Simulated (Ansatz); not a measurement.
Co3O4: experiment and calculation

**The experiment to reproduce.**

“Spinel–rock salt transformation in LiCoMnO4−δ”, 2016, pmc:4786028 reports, for a powder of Co3O4: lattice constant a 8.0838 ± 0.0019 Å.

How close the calculation comes is told below.

All numbers below come from Ansatz, DFT PBEsol, scalar-relativistic, plane waves, PAW.

Plane waves to 420 eV, a k mesh through Γ of 10×10×10 on the computed 14-atom cell and Gaussian smearing (0.01 eV); collinear spin from starting moments 2.31 2.31 0.13 0.13 0.13 0.13 0 0 0 0 0 0 0 0 μB.

Relaxed structure, symmetry kept:

```
Co O
1.0
    -2.82278    2.82282    3.99184
     2.82278   -2.82282    3.99184
     2.82278    2.82282   -3.99184
Co O
6 8
Direct
  0.12500 0.87500 0.25000
  0.87500 0.12500 0.75000
  0.50000 0.50000 0.50000
  0.50000 0.00000 0.00000
  0.00000 0.50000 0.50000
  0.50000 0.50000 0.00000
  0.71266 0.73756 0.97510
  0.73756 0.71266 0.47510
  0.26244 0.73753 0.97510
  0.26244 0.28734 0.52490
  0.26247 0.73756 0.52490
  0.73756 0.26247 0.02490
  0.28734 0.26244 0.02490
  0.73753 0.26244 0.47510
```

* Space group: Fd-3m (No. 227)
* Volume per atom: 9.09 Å³
* Formation energy from the elements' standard states (uncorrected): -1.064 eV/atom
* Kohn–Sham band gap: 0.13 eV, indirect from (0.130, -0.245, 0.464) to Γ
* Löwdin character of the top 1 eV of the valence band: Co 3d 87 %, O 2p 12 %
* Löwdin character of the lowest 1 eV of the conduction band: Co 3d 75 %, O 2p 18 % (semilocal functionals without a Hubbard U place empty 3d levels too low)
* Electron masses at the edge by Cartesian direction of the computed cell, whose vectors are (-2.823, 2.823, 3.992), (2.823, -2.823, 3.992), (2.823, 2.823, -3.992) Å (m_e; degenerate bands sorted by energy; no spin-orbit coupling): x: 6.0, 1.1, 1.0; y: 6.0, 1.1, 1.0; z: 20, 20, 0.52
* Hole masses at the edge by Cartesian direction of the computed cell, whose vectors are (-2.823, 2.823, 3.992), (2.823, -2.823, 3.992), (2.823, 2.823, -3.992) Å (m_e; degenerate bands sorted by energy; no spin-orbit coupling): x: 1.7; y: 0.59; z: 13
* Total moment: 6.00 μB per cell
* Site moments (μB; atoms counted from 1 over the whole cell): Co (atom 1) 2.10, Co (atom 2) 2.10, Co (atom 3) 0.12, Co (atom 4) 0.12, Co (atom 5) 0.12, Co (atom 6) 0.12, O (atom 7) 0.08, O (atom 8) 0.08, O (atom 9) 0.08, O (atom 10) 0.08, O (atom 11) 0.08, O (atom 12) 0.08, O (atom 13) 0.08, O (atom 14) 0.08

The run saw a state lower than the one given here.

Only this magnetic start was tried.

Against the measured lattice constant a of Co3O4, 8.0838 Å (powder; the paper above), the calculated 7.984 Å is off by -1.2 %. 2 values of this kind are on record (8.065 to 8.0838 Å); this one was drawn at random, those with a stated uncertainty first. The calculation is for 0 K without zero-point motion. The calculated magnetic order may not be the real one, and cell, gap and energy hang on it, so these differences aren't the functional's alone.

Cost: 3 runs of about 47 core-minutes in all, on Intel Xeon Platinum 8259CL (Skylake/Cascade Lake) (shared hosts).